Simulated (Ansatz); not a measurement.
C3H9NS (`CSC(C)N`). Charge 0, multiplicity 1. Geometry: relaxed with PBE0-D4/def2-TZVP. It is one conformer, not always the lowest.

```xyz
14

C     1.500   -0.804   -1.421
S    -0.258   -0.861   -1.063
C    -0.284    0.025    0.551
C    -1.712   -0.031    1.052
N     0.189    1.381    0.534
H     1.852    0.219   -1.573
H     2.082   -1.283   -0.630
H     1.656   -1.357   -2.348
H     0.366   -0.546    1.221
H    -2.377    0.514    0.376
H    -2.065   -1.061    1.119
H    -1.771    0.434    2.038
H     1.164    1.436    0.271
H    -0.342    1.935   -0.128
```

Problem. What is the dipole moment at ωB97M-V/def2-TZVPP? (Estimate.)

Solution. The calculation gave: 1.32 D, with components (1.25, 0.41, -0.09) D in this frame, pointing from negative to positive charge.

Problem. And with PBE, r2SCAN, B3LYP? (Estimate.)

Solution. Computed: PBE 1.34 D, r2SCAN 1.40 D, B3LYP 1.32 D.

Problem. Give the Mulliken charges with ωB97M-V, r2SCAN, PBE in def2-TZVPP. (Estimate.)

Solution. Computed: 
```
atom  ωB97M-V  r2SCAN    PBE
  C1    -0.38   -0.18  -0.28
  S2    -0.07   -0.16  -0.15
  C3    -0.04    0.15   0.06
  C4    -0.32   -0.16  -0.26
  N5    -0.27   -0.35  -0.31
  H6     0.12    0.06   0.09
  H7     0.13    0.08   0.11
  H8     0.14    0.08   0.12
  H9     0.13    0.04   0.09
 H10     0.11    0.05   0.08
 H11     0.11    0.06   0.09
 H12     0.11    0.06   0.09
 H13     0.11    0.14   0.14
 H14     0.11    0.14   0.14
```

B3LYP here is the variant with VWN-RPA as its local correlation; programs differ in this.
